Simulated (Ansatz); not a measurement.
The end point of a relaxation of HfN. Space group Fm-3m (No. 225), rock salt type. Computed with PBE (plane waves to 420 eV, PAW, scalar-relativistic; Ansatz, a quantum-chemistry and plane-wave program).

```cif
data_HfN
_chemical_formula_sum 'Hf1 N1'
_space_group_name_H-M_alt 'P 1'
_space_group_IT_number 1
_cell_length_a 3.21587
_cell_length_b 3.21587
_cell_length_c 3.21587
_cell_angle_alpha 60.000
_cell_angle_beta 60.000
_cell_angle_gamma 60.000
loop_
_space_group_symop_operation_xyz
  'x, y, z'
loop_
_atom_site_label
_atom_site_type_symbol
_atom_site_fract_x
_atom_site_fract_y
_atom_site_fract_z
_atom_site_occupancy
Hf1 Hf 0.50000 0.50000 0.50000 1
N1 N 0.00000 0.00000 0.00000 1
```

| Property | Result |
|---|---|
| Volume per atom | 11.76 Å³ |
| Band gap | no gap (metallic) |
| Shortest distances | Hf–N 2.27 Å; Hf–Hf 3.22 Å; N–N 3.22 Å |
| k-mesh | 18×18×18 |

Band energies at high-symmetry points (eV from the Fermi level; labels of this space group; no spin-orbit coupling), from −5 eV up to 1.3 eV:

```csv
point,energies
Γ,-2.93 -2.93 -2.93 -0.36 -0.36 -0.36
X,-3.74 -3.64 -3.64
U,-4.90 -0.83
K,-4.90 -0.83
L,–
W,1.10 1.10
```

No spin polarisation in the result. The relaxed primitive cell holds an odd number of electrons. A magnetic state may lie lower.

Measured for HfN: a 4.519 Å (0 K or low temperature; as listed in Guo-Xu Zhang et al., New Journal of Physics (2018)). Computed minus measured — a: PBE +0.6 %. The computed values are for a static lattice.

The run could not lose the symmetry of its start; a randomly shaken copy of 4 atoms returns to this structure.
